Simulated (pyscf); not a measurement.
Single points on ωB97X-D3(BJ)/def2-SVP structures (PySCF, gas phase).

### Question
Estimate the classical barrier height and the reaction energy of `[F][Si]([F])([F])[O][Si]([F])([F])[F]` + `[CH2][F]` [doublet] → `[F][Si]([F])[O][Si]([F])([F])[F]` [doublet] + `[F][CH2][F]` at ωB97M-D3(BJ)/def2-TZVP. The step runs on the doublet surface, breaks F–Si and forms C–F; take the separated reactants as zero.

### Answer
ΔE‡ = 266.1 kJ/mol, ΔE = +180.5 kJ/mol. Zero-point energy shifts the barrier by +7.6 kJ/mol. It is an atom transfer, with an imaginary mode of 957i cm⁻¹. On the reactant side the descent ends in a complex (not fully relaxed), 17.2 kJ/mol under the separated species and 289.6 kJ/mol under the saddle at ωB97X-D3(BJ)/def2-TZVP. This is the saddle that the search found; another between the same sides may lie lower. The angle at the transferred F is 134°.
